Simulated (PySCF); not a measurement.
## Argon: a sound run and one with changed settings

Sound run: Ar [Ar], Ar⁺ [Ne] 3s2 3p5. All numbers are calculated (PySCF 2.14, scalar relativity by spin-free X2C-1e, in cc-pVTZ-DK). In the sound run the correlated levels freeze [Ne]. The sound run starts from symmetry-adapted Hartree-Fock orbitals and uses a fine grid where one is needed.

Changed run: a valence shell is frozen. This setting is unsound on purpose.

| species | method | sound run (hartree) | changed run (hartree) | converged |
| --- | --- | --- | --- | --- |
| Ar | MP2 | -528.82753 | -528.77231 | yes |
| Ar | CCSD(T) | -528.85147 | -528.78421 | yes |
| Ar⁺ | MP2 | -528.25189 | -528.19066 | yes |
| Ar⁺ | CCSD(T) | -528.28081 | -528.20412 | yes |

Ionisation energy of Ar:

```json
{"method": "UHF", "sound run (eV)": "14.556", "changed run (eV)": "14.556"}
{"method": "MP2", "sound run (eV)": "15.664", "changed run (eV)": "15.828"}
{"method": "SCS-MP2", "sound run (eV)": "15.561", "changed run (eV)": "15.764"}
{"method": "CCSD", "sound run (eV)": "15.488", "changed run (eV)": "15.725"}
{"method": "CCSD(T)", "sound run (eV)": "15.528", "changed run (eV)": "15.785"}
```

Freezing a valence shell removes pair correlation that changes on ionisation.

For comparison, NIST gives 15.760 eV between the lowest levels.
